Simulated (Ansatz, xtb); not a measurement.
**Two isomers of C4H7Cl**

Structure X is `C=C(Cl)CC`, a singlet and structure Y is `C/C=C(/C)Cl`, a singlet. Both are isolated molecules in the gas phase, relaxed with PBE0-D3(BJ)/def2-SVP; each stands in its lowest conformer found.

Q: Estimate E(Y) − E(X) at the level CCSD(T)/def2-SVP + ΔMP2/def2-TZVPP.

A: Calculated at CCSD(T)/def2-SVP + ΔMP2/def2-TZVPP: E(Y) − E(X) = −2.3 kcal/mol, so structure Y lies lower.

How the difference moves with the method:

```tsv
level	geometry	E(Y) − E(X) (kcal/mol)	departure from the last row (kcal/mol)	job, with rough time for the two
GFN2-xTB	GFN2-xTB	−3.5	−1.1	optimisation, 0.91 s
HF/STO-3G	GFN2-xTB	−3.8	−1.4	single point, 1 s
r2SCAN-D4/def2-SVP	GFN2-xTB	−3.9	−1.5	single point, 6.1 s
PBE0-D3(BJ)/def2-SVP	PBE0-D3(BJ)/def2-SVP	−3.7	−1.4	optimisation, 90 s
HF/def2-SVP	PBE0-D3(BJ)/def2-SVP	−2.7	−0.3	part of the CCSD(T) run
MP2/def2-SVP	PBE0-D3(BJ)/def2-SVP	−2.6	−0.3	part of the CCSD(T) run
CCSD(T)/def2-SVP	PBE0-D3(BJ)/def2-SVP	−2.4	−0.1	single point
CCSD(T)/def2-SVP + ΔMP2/def2-TZVPP	PBE0-D3(BJ)/def2-SVP	−2.3		single point, 63 s
```

As drawn, both hold the same kinds of bond in the same numbers. Structure X has 1 methyl group, Y 2.

None of the levels shown reverses the order. The largest departure from CCSD(T)/def2-SVP + ΔMP2/def2-TZVPP is that of r2SCAN-D4/def2-SVP, 1.5 kcal/mol. The last row adds to CCSD(T) the change of the MP2 difference between the two basis sets, here +0.1 kcal/mol.

With harmonic frequencies from PBE0-D3(BJ)/def2-SVP (ideal gas, rigid rotor, one conformer each, 298.15 K, 1 atm): on the last row, ΔE + ΔZPE = −2.7, ΔH = −2.5, ΔG = −2.9 kcal/mol.

The correlated steps freeze 9 core orbitals. Mirror images aren't counted in ΔG. Codes used: Ansatz 0.2.0, xtb 6.7.1; the last row on 2 threads of Intel(R) Xeon(R) Processor @ 2.50GHz (Skylake/Cascade Lake) on a shared host.
